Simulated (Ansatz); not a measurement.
A plane-wave DFT run in Ansatz 0.2.0 (scalar-relativistic PAW potentials unless the input names others): input and command.

```yaml
crystal:
  lattice:
    - [4.391100927, 0.0, 0.0]
    - [0.0, 4.391100927, 0.0]
    - [0.0, 0.0, 3.7324357879]
  atoms:
    - { symbol: Zr, position: [0.0, 0.0, 0.0] }
    - { symbol: Pb, position: [0.5, 0.5, 0.5] }
    - { symbol: O, position: [0.5, 0.0, 0.0] }
    - { symbol: O, position: [0.0, 0.0, 0.5] }
    - { symbol: O, position: [0.0, 0.5, 0.0] }
basis:
  ecutwfc: 500
kpoints:
  mp_grid: { grid: [6, 6, 6] }
hamiltonian:
  xc: r2scan
  dispersion: d3bj
  hubbard: { sites: [{ species: Zr, l: d, u_eff: 6.0 }], double_counting: amf }
scf:
  occupations: { method: gaussian, width: 0.05 }
output:
  forces: true
  eigenvalues: true
  stress: true
```

```bash
ansatz run input.yaml --threads 1 --pin off --max-ram 2560MiB --backend cpu --events-out ev --progress --plain --runs-dir out
```

Abridged log:
```
Warning: the engine holds no damping parameters fitted to this dispersion correction and functional, so the run takes those fitted to r2scan beside the three-body term, which d3bj leaves out (hamiltonian.dispersion, under Limitations)
Zr: projections on atomic orbitals take those of the free atom [Ar 3d10] 4s2 4p6 4d2 5s2, of charge +0.00 (hamiltonian.pseudopotentials.projection_atoms); the dataset's partial waves leave at most 4.4e-6 of an orbital's norm unspanned inside its sphere
Pb: projections on atomic orbitals take those of the free atom [Xe 4f14] 5d10 6s2 6p2, of charge +0.00 (hamiltonian.pseudopotentials.projection_atoms); the dataset's partial waves leave at most 2.1e-5 of an orbital's norm unspanned inside its sphere
O: projections on atomic orbitals take those of the free atom [He] 2s2 2p4, of charge +0.00 (hamiltonian.pseudopotentials.projection_atoms); the dataset's partial waves leave at most 1.9e-8 of an orbital's norm unspanned inside its sphere
Pseudopotentials: kind: paw
Pseudopotential: Zr, paw, valence charge 12, recommended cutoff 500 eV (meta_gga)
Pseudopotential: Pb, paw, valence charge 14, recommended cutoff 500 eV (meta_gga)
Pseudopotential: O, paw, valence charge 6, recommended cutoff 500 eV (meta_gga)
Functional definition: r2SCAN
Crystal: 5 atoms, lattice volume = 71.968 Å³
Basis set: ecut = 500 eV, 1833 PW (Γ), exchange–correlation on 144×144×120 points (64 copies of the dense FFT grid, shifted against one another)
Bands: 27, of which v1, the nominal top of the filled ones, is band 22 counted from 1 (21 counted from 0)
Symmetry: 16 space group operations
Space group: P4/mmm (ITA 123), of the structure as read, at distance tolerance 4.2e-5 Å
k-points: 40 of 216
Initial density: superposition of atomic densities (chi_scale 0.1, normalization cell, long waves of neutral atoms under a Hubbard term (reshape's long-wave potential 0.00 eV rms, cloud 2.41 Å wide))
Initial wavefunctions: pseudopotential atomic-orbital guess
Functional: x = r2scan, c = r2scan; τ floored in thin density (d = 2e-4 eV/Å³)
SCF iter   1: F=—  HF=-17827.928038 eV  |F-HF|=—  |Δ(HF+E_count)|=         —  Δρ=7.19e-2  dr2=5.42e0  dr2_τ=6.45e-1  ethr=3.10e-3  ⟨swp⟩=6.2  Hψ=4630  notcnv=0
SCF iter   2: F=—  HF=-17826.881199 eV  |F-HF|=—  |Δ(HF+E_count)|=    1.05e0  Δρ=3.77e-2  dr2=1.34e0  dr2_τ=9.70e-2  ethr=3.10e-3  ⟨swp⟩=2.9  Hψ=2358  notcnv=0  defer=40
SCF iter   3: F=—  HF=-17826.713361 eV  |F-HF|=—  |Δ(HF+E_count)|=   1.68e-1  Δρ=1.42e-2  dr2=2.68e-1  dr2_τ=2.70e-2  ethr=3.05e-3  ⟨swp⟩=2.8  Hψ=1611  notcnv=0  defer=40
SCF iter   4: F=—  HF=-17826.674845 eV  |F-HF|=—  |Δ(HF+E_count)|=   3.85e-2  Δρ=5.28e-3  dr2=1.32e-2  dr2_τ=2.41e-3  ethr=6.10e-4  ⟨swp⟩=3.3  Hψ=2020  notcnv=0  defer=40
SCF iter   5: F=—  HF=-17826.676284 eV  |F-HF|=—  |Δ(HF+E_count)|=   1.44e-3  Δρ=2.91e-3  dr2=5.20e-3  dr2_τ=8.93e-4  ethr=3.00e-5  ⟨swp⟩=2.1  Hψ=2182  notcnv=0  defer=39
SCF iter   6: F=—  HF=-17826.675594 eV  |F-HF|=—  |Δ(HF+E_count)|=   6.90e-4  Δρ=5.72e-4  dr2=1.74e-4  dr2_τ=1.88e-5  ethr=1.18e-5  ⟨swp⟩=2.0  Hψ=1422  notcnv=0  defer=39
SCF iter   7: F=—  HF=-17826.675704 eV  |F-HF|=—  |Δ(HF+E_count)|=   1.10e-4  Δρ=1.83e-4  dr2=2.50e-5  dr2_τ=2.30e-6  ethr=3.95e-7  ⟨swp⟩=2.0  Hψ=1856  notcnv=0  defer=39
SCF iter   8: F=—  HF=-17826.675705 eV  |F-HF|=—  |Δ(HF+E_count)|=   5.33e-7  Δρ=1.72e-5  dr2=1.85e-7  dr2_τ=2.11e-8  ethr=5.68e-8  ⟨swp⟩=2.0  Hψ=1622  notcnv=0  defer=40
SCF iter   9: F=-17826.675705 eV  HF=-17826.675705 eV  |F-HF|=9.13e-9  |Δ(HF+E_count)|=   1.12e-7  Δρ=4.49e-6  dr2=1.51e-8  dr2_τ=1.58e-9  ethr=2.27e-10  ⟨swp⟩=11.0  Hψ=5489  notcnv=0
SCF 1 converged in 9 iterations: F = -17826.675705 eV  dr2 = 1.51e-8
SCF converged after 9 iterations
Free energy (F): -17826.675705 eV
Harris-Foulkes:  -17826.675705 eV  (|F-HF|=9.13e-9)
Internal energy: -17826.675705 eV  (E = F + TS)
E sigma→0 (E₀):  -17826.675705 eV
Fermi energy:    10.443358 eV
  E_disp       = -0.593379  (pairwise vdW)
DFT+U double counting: amf (around mean field; hamiltonian.hubbard.double_counting)
--- Forces (eV/Å), atoms counted from 1 ---
  atom   1  Zr     0.00000000     0.00000000     0.00000000
  atom   2  Pb     0.00000000     0.00000000     0.00000000
  atom   3  O      0.00000000     0.00000000     0.00000000
  atom   4  O      0.00000000     0.00000000     0.00000000
  atom   5  O      0.00000000     0.00000000     0.00000000
--- Stress (GPa, compression-positive) ---
      -11.050060       0.000000       0.000000
        0.000000     -11.050060       0.000000
        0.000000       0.000000      40.390096
  P = ⅓ Tr σ = 6.0967 GPa (60.967 kbar)
Occupation matrices written to <dir>
```

Apart from outputs and empty bands, the input differs from a reference run on usual settings in hamiltonian.dispersion: not typed → "d3bj"; hamiltonian.hubbard: not typed → {"sites": [{"species": "Zr", "l": "d", "u_eff": 6.0}], "double_counting": "amf"}. The reference, at the same geometry (not necessarily relaxed), gave pressure 7.69 GPa, largest force 0.000 eV/Å, gap on the mesh 1.70 eV. This run converged in 9 SCF iterations (reference: 8) with an energy at zero smearing 142 meV/atom below the reference's (the Hamiltonian itself differs), pressure 6.10 GPa, largest force 0.000 eV/Å, gap on the mesh 1.72 eV.

The run took 5.3 s on 1 thread of AMD EPYC 9R45 96-Core Processor (Zen 5) (shared host), peak memory 0.72 GiB.